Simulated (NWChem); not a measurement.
System: SiH₂ cation, doublet

Input file for NWChem:

```
start job
memory heap 200 mb stack 900 mb global 1100 mb
charge 1
geometry units angstroms
  Si     0.000000     0.000000     0.178272
  H      1.289027     0.000000    -0.570238
  H     -1.289027     0.000000    -0.570238
end
basis spherical
  * library 3-21g
end
dft
  odft
  mult 2
  xc b3lyp
  iterations 150
end
driver
  maxiter 120
end
task dft optimize
task dft freq
```

In the optimisation the excess spin sits in a1 (C2v, its own frame). No stability test was run on the SCF state.

The level has its own optimisation; frequencies are unscaled.

Task: Predict the main results of this run. (B3LYP/3-21G, spin-unrestricted.) Quantities: basis functions; r H–Si (Å); highest harmonic frequency (cm⁻¹); lowest (cm⁻¹); zero-point energy (kcal/mol).

Result: The number of basis functions is 17. The r H–Si (Å) comes out as 1.503 and the highest harmonic frequency (cm⁻¹) is 2206. The lowest (cm⁻¹) is 865 and the zero-point energy (kcal/mol) is 7.4.
